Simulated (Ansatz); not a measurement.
# SiH3 (doublet): the correlation ladder at distance H1–H2 along a hydrogen transfer = 0.693 Å, cc-pVTZ

Aim: climb from Hartree-Fock through coupled cluster and multireference methods for SiH3 (doublet) at one geometry and basis, and see what each rung misses.

Computed with Ansatz 0.2.0, Gaussian basis. Level: cc-pVTZ, correlated electrons: outside noble gas.

Plan: UHF; CCSD(T) on ROHF; CCSD(T) on UHF; BCCD(T) on ROHF; CISD; CCSDT(Q) on ROHF; CCSDT(Q) on UHF; CASSCF and NEVPT2, 7 electrons in 7 orbitals.

## 1. The system

The geometry derives from fragments relaxed apart (PBE0/def2-TZVP) and kept rigid, so it is no stationary point. A hydrogen atom is moved between rigid fragments.

4 atoms, charge 0, spin multiplicity 2.

Atoms are counted from 1 here; the program's logs count them from 0.

Bond lengths: H1–H2 0.693 Å, Si3–H4 1.532 Å.

In the tables R marks a restricted open-shell determinant and U an unrestricted one; 'valence' is the active space of 7 electrons in 7 orbitals; correlation energies count from the lowest restricted Hartree-Fock solution.

## 2. UHF

Input file in.yaml:

```yaml
crystal:
  periodic: [false, false, false]
  atoms:
    - {symbol: H, position_ang: [-2.676303, 0.047936, 0.000000]}
    - {symbol: H, position_ang: [-1.983303, 0.047936, 0.000000]}
    - {symbol: Si, position_ang: [0.147697, 0.047936, 0.000000]}
    - {symbol: H, position_ang: [0.544132, -1.431577, 0.000000]}
basis:
  gaussian: {orbitals: cc-pVTZ}
magnetization: {spin_polarized: true, initial_magnetization: 1}
hamiltonian: {xc: hf}
output: {orbitals: {seedname: orbitals}}
```

On the command line:

```sh
$ ansatz run in.yaml --threads 1 --pin off --events-out ev --progress --plain --max-ram 2393MiB
```

Further steps of the session: CCSD(T) on ROHF; CCSD(T) on UHF; BCCD(T) on ROHF; CISD; CCSDT(Q) on ROHF; CCSDT(Q) on UHF; CASSCF and NEVPT2, 7 electrons in 7 orbitals.

**Question.** What will the summary of the whole plan be? Wanted: correlation energy, UCCSDT(Q); RMP2 from UCCSDT(Q); UMP2 from UCCSDT(Q); RCCSD from UCCSDT(Q); RCCSD(T) from UCCSDT(Q); UCCSD(T) from UCCSDT(Q); RCCSDT(Q) from UCCSDT(Q); NEVPT2 valence from UCCSDT(Q); T1 diagnostic.

**Answer**, as computed:

```
                                      quantity                                                   value
                 correlation energy, UCCSDT(Q)                                              -4.2753 eV
                           RMP2 from UCCSDT(Q)                                            +90.4 kJ/mol
                           UMP2 from UCCSDT(Q)                                            +94.4 kJ/mol
                          RCCSD from UCCSDT(Q)                                            +12.9 kJ/mol
                       RCCSD(T) from UCCSDT(Q)                                             +2.7 kJ/mol
                       UCCSD(T) from UCCSDT(Q)                                             +2.6 kJ/mol
                      RCCSDT(Q) from UCCSDT(Q)                                             +0.1 kJ/mol
                 NEVPT2 valence from UCCSDT(Q)                                            +84.2 kJ/mol
levels of the table within 1 kcal/mol (43 meV)  RCCSD(T), UCCSD(T), BCCD(T), RCCSDT, UCCSDT, RCCSDT(Q)
                                 T1 diagnostic                                                   0.020
                effectively unpaired electrons                                                    1.04
```

What this shows: RCCSD(T) lands +2.7 kJ/mol from the yardstick (0.6 % of the correlation energy). One determinant dominates. These misses are within one basis, not against nature; the frozen cores of restricted and unrestricted runs differ, which can shift their rows.
